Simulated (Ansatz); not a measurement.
# doublet BH3O+: levels of theory compared

We compute a comparison of 6 runs (U-r2SCAN/STO-3G, UB2PLYP/STO-3G, UHSE06/STO-3G, UPBE0/STO-3G, RPA@PBE/STO-3G, UCCSDT/STO-3G) of doublet BH3O+. 

The results are computed with Ansatz 0.2.0.

45 further runs of the same task are left out: 1 that didn't finish, 44 set aside as unsound or not needed.

## (1) The molecule

BH3O+: 5 atoms, total charge +1, spin state doublet. As SMILES of the parent species, `[H]B([H])O`. Geometry: relaxed at GFN2-xTB. That shape belongs to the parent species and isn't relaxed for this state.

Bond lengths: B1–O4 1.325 Å, B1–H2 1.172 Å, B1–H3 1.182 Å, O4–H5 0.958 Å. Angles: B1–O4–H5 117.9°, H2–B1–O4 115.8°, H3–B1–O4 122.8°, H2–B1–H3 121.4°.

## (2) The energy at U-r2SCAN/STO-3G (run 1)

File input.yaml:

```yaml
crystal:
  periodic: [false, false, false]
  atoms:
    - {symbol: B, position_ang: [0.270970, 0.302480, -0.108500]}
    - {symbol: H, position_ang: [1.403550, 0.390040, -0.395610]}
    - {symbol: H, position_ang: [-0.432910, 1.251360, -0.080700]}
    - {symbol: O, position_ang: [-0.159420, -0.918700, 0.174490]}
    - {symbol: H, position_ang: [-1.082200, -1.025180, 0.410320]}
basis:
  gaussian:
    orbitals: STO-3G
hamiltonian:
  xc: r2scan
total_charge: 1
magnetization:
  spin_polarized: true
  initial_magnetization: 1
accuracy: high
```

Launch:

```sh
ansatz run input.yaml --threads 1 --pin off --max-ram 2610MiB --events-out events.jsonl --progress --plain --runs-dir runs
```

What it wrote:

```text
Warning: RAYON_NUM_THREADS=1 ignored (pool sized by the plan → 1); use --threads N
Functional definition: r2SCAN
  name "r2SCAN"
  parameter k0 = 0.174
  parameter k1 = 0.065
  parameter a1 = 4.9479
  exchange = r2scan_x(k0 = k0, k1 = k1, a1 = a1)
  correlation = r2scan_c
207 factors; integrals over basis functions are off by at most 3.1e-8 eV
mean field evaluation 1: about -2719.5244 eV, gradient 2.6e1 eV
mean field evaluation 2: about -2680.2103 eV, gradient 8.6e1 eV
mean field evaluation 4: about -2724.5083 eV, gradient 1.9e0 eV
mean field evaluation 8: about -2724.4812 eV, gradient 1.1e-1 eV
mean field evaluation 16: about -2724.4813 eV, gradient 3.9e-6 eV
mean field -2724.48126853 eV, -100.1228398987 hartree, gradient 7.0e-9 eV, S^2 0.755158; 0 other end points of the search recorded, 0 dependent functions left out
reference -2724.48126928 eV, -100.1228399264 hartree; 8, 7 occupied and 5, 6 virtual orbitals, 207 factors
Total energy: -2724.48126928 eV, -100.1228399264 hartree
```

Wall time 2.6 s (1 thread of Arm Neoverse V1, shared host); peak memory 0.18 GiB.

## (3) The energy at UB2PLYP/STO-3G (run 2)

File in.yaml:

```yaml
crystal:
  periodic: [false, false, false]
  atoms:
    - {symbol: B, position_ang: [0.270970, 0.302480, -0.108500]}
    - {symbol: H, position_ang: [1.403550, 0.390040, -0.395610]}
    - {symbol: H, position_ang: [-0.432910, 1.251360, -0.080700]}
    - {symbol: O, position_ang: [-0.159420, -0.918700, 0.174490]}
    - {symbol: H, position_ang: [-1.082200, -1.025180, 0.410320]}
basis:
  gaussian: {orbitals: STO-3G}
total_charge: 1
magnetization: {spin_polarized: true, initial_magnetization: 1}
hamiltonian: {xc: {name: B2PLYP}}
correlation: {frozen_orbitals: {B: 1, H: 0, O: 1}}
accuracy: high
```

Launch:

```sh
ansatz run in.yaml --threads 1 --pin off --max-ram 2610MiB --events-out events.jsonl --progress --plain --runs-dir runs
```

What it wrote (excerpt; [...] marks lines left out):

```text
Warning: RAYON_NUM_THREADS=1 ignored (pool sized by the plan → 1); use --threads N
Functional definition: B2PLYP
  name "B2PLYP"
[...]
207 factors; integrals over basis functions are off by at most 3.1e-8 eV
[...]
mean field -2720.71143721 eV, -99.9843011529 hartree, gradient 6.0e-8 eV, S^2 0.759180; 3 other end points of the search recorded, 0 dependent functions left out
2 core orbitals not correlated: weight in the atoms' cores, before any rotation towards them, 1.000 or more for the frozen orbitals, at most 0.000 for the correlated occupied ones
reference -2720.71145271 eV, -99.9843017225 hartree; 6, 5 occupied and 5, 6 virtual orbitals, 207 factors
second order -3.27850308 eV of doubles, -0.00000000 eV of singles
Total energy: -2721.59664854 eV, -100.0168320693 hartree
```

Run time: 2 s. Hardware: 1 thread of Arm Neoverse V1, shared host; peak memory 0.12 GiB.

## (4) A single-point energy at UHSE06/STO-3G (run 3)

input.yaml, as its differences from that of step 2:

```diff
@@ -11,4 +11,2 @@
     orbitals: STO-3G
-hamiltonian:
-  xc: r2scan
 total_charge: 1
@@ -17,2 +15,4 @@
   initial_magnetization: 1
+hamiltonian:
+  xc: {name: HSE06}
 accuracy: high
```

Launch:

```sh
ansatz run input.yaml --threads 1 --pin off --max-ram 2610MiB --events-out events.jsonl --progress --plain --runs-dir runs
```

What it wrote:

```text
Warning: RAYON_NUM_THREADS=1 ignored (pool sized by the plan → 1); use --threads N
Functional definition: HSE06
  name "HSE06"
  parameter a = 0.25
  parameter omega = 0.11/bohr
  exchange = pbe_x - a*pbe_x_sr(omega) + a*exact_x_sr(omega)
  correlation = pbe_c
207 factors; integrals over basis functions are off by at most 3.1e-8 eV
46 factors; integrals over basis functions are off by at most 1.1e-9 eV
mean field evaluation 1: about -2717.4909 eV, gradient 2.6e1 eV
mean field evaluation 2: about -2687.0853 eV, gradient 8.0e1 eV
mean field evaluation 4: about -2722.5127 eV, gradient 2.3e0 eV
mean field evaluation 8: about -2722.5164 eV, gradient 4.5e-2 eV
mean field evaluation 16: about -2722.5165 eV, gradient 8.0e-6 eV
mean field -2722.51646393 eV, -100.0506346614 hartree, gradient 5.4e-8 eV, S^2 0.754625; 2 other end points of the search recorded, 0 dependent functions left out
reference -2722.51646568 eV, -100.0506347256 hartree; 8, 7 occupied and 5, 6 virtual orbitals, 207 factors
Total energy: -2722.51646568 eV, -100.0506347256 hartree
```

Wall time 1.8 s (1 thread of Arm Neoverse V1, shared host); peak memory 0.11 GiB.

Runs 4 to 5 aren't shown in full; the table further down has their settings and results.

## (5) The energy at UCCSDT/STO-3G (run 6)

File run.yaml:

```yaml
crystal:
  periodic: [false, false, false]
  atoms:
    - {symbol: B, position_ang: [0.270970, 0.302480, -0.108500]}
    - {symbol: H, position_ang: [1.403550, 0.390040, -0.395610]}
    - {symbol: H, position_ang: [-0.432910, 1.251360, -0.080700]}
    - {symbol: O, position_ang: [-0.159420, -0.918700, 0.174490]}
    - {symbol: H, position_ang: [-1.082200, -1.025180, 0.410320]}
basis:
  gaussian:
    orbitals: STO-3G
total_charge: 1
magnetization:
  spin_polarized: true
  initial_magnetization: 1
correlation:
  method: ccsdt
  frozen_orbitals: {B: 1, H: 0, O: 1}
accuracy: high
scf:
  omitted_lower_state_checks: [cluster_reference, increment]
```

Launch:

```sh
ansatz run run.yaml --threads 1 --pin off --max-ram 2610MiB --events-out events.jsonl --progress --plain --runs-dir runs
```

What it wrote:

```text
Warning: RAYON_NUM_THREADS=1 ignored (pool sized by the plan → 1); use --threads N
[... 14 lines left out ...]
2 core orbitals not correlated: weight in the atoms' cores, before any rotation towards them, 1.000 or more for the frozen orbitals, at most 0.000 for the correlated occupied ones
[... 36 lines left out ...]
Total energy: -2714.18734652 eV, -99.7445452422 hartree
Checks for a lower state left out: cluster_reference, increment
```

It took 0.6 s on 1 thread of Arm Neoverse V1, shared host.

## (6) Overview of the runs

```
run            level  frozen core orbitals  energy (Eh)   ⟨S²⟩  wall time
  1  U-r2SCAN/STO-3G                     –  -100.122840  0.755      2.6 s
  2   UB2PLYP/STO-3G                     2  -100.016832  0.759        2 s
  3    UHSE06/STO-3G                     –  -100.050635  0.755      1.8 s
  4     UPBE0/STO-3G                     –  -100.055539  0.755      1.3 s
  5   RPA@PBE/STO-3G                     2   -99.816732  0.752      1.8 s
  6    UCCSDT/STO-3G                     2   -99.744545  0.762      0.6 s
```

## (7) What came out

```
                                          quantity         value
                               run 6: total energy  -99.74455 Eh
run 6: correlation energy (2 core orbitals frozen)    -108.6 mEh
          run 6: ⟨S²⟩ of the reference determinant         0.762
                              run 6: T1 diagnostic         0.073
```

**Reading.** Totals of different functionals can't be ranked against each other. In runs 1, 2, 3, 4, 5, 6 the basis is minimal, so the values are rough. All runs together took 10 s, the longest 2.6 s.
